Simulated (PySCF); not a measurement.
Do core-level shifts follow atomic charges?

C4H7F.
Cartesian coordinates in Å at the PBE0-D3(BJ)/def2-SVP level; atoms count from 1:
```xyz
12
C4H7F angstrom
C     -1.5259   -0.0804   -0.5814
C     -0.5021    0.8850   -0.0828
C      0.7364    0.6202    0.3488
C      1.4022   -0.7117    0.4118
F      2.0387   -0.8696    1.6224
H     -1.7865    0.1345   -1.6312
H     -1.1972   -1.1273   -0.5280
H     -2.4609    0.0140   -0.0047
H     -0.8137    1.9365   -0.0810
H      1.3680    1.4526    0.6790
H      2.1678   -0.7952   -0.3825
H      0.6886   -1.5414    0.2807
```

Binding energies: delta-SCF UKS SCAN, pcX-2 on the ionised atom, pcseg-1 elsewhere, spin-free X2C (PySCF 2.14.0). Charges: PBE0/pcSseg-1 ground-state density, for the ionised atom.

```
atom       environment  C 1s (eV)  Mulliken (e)  IAO (e)  Hirshfeld (e)  ESP (e)
  C3  alkene CH carbon     290.44        -0.253   -0.179         -0.065   -0.322
  C2  alkene CH carbon     290.69        -0.220   -0.131         -0.035   -0.095
  C1    allylic carbon     291.07        -0.239   -0.420         -0.112   -0.209
  C4    sp3 C–F carbon     293.07        +0.217   +0.041         +0.022   +0.354
```

Q: Give the correlation coefficient and slope of binding energy on charge for each scheme.

A: Mulliken: r = 0.98, slope 5.1 eV per e; ESP: r = 0.95, slope 3.8 eV per e; Hirshfeld: r = 0.72, slope 15.3 eV per e; IAO: r = 0.61, slope 3.8 eV per e. On 4 points no scheme stands out.

Q: The point-charge model writes a binding energy as kq + V + constant, with V the potential of the other atoms' charges at the site. What does it give with the ESP charges?

A: V = Σ 14.40 eV Å × q/r over all other atoms: +3.68 eV at C3, -0.20 eV at C2, +2.81 eV at C1, -4.58 eV at C4. Fitting binding energy − V to q gives k = 16.2 eV per e and leaves an rms residual of 0.28 eV, against 0.31 eV for the fit on q alone. The model has no term for differences in relaxation between sites.

Geometry: PBE0-D3(BJ)/def2-SVP, one conformer, isolated molecule.
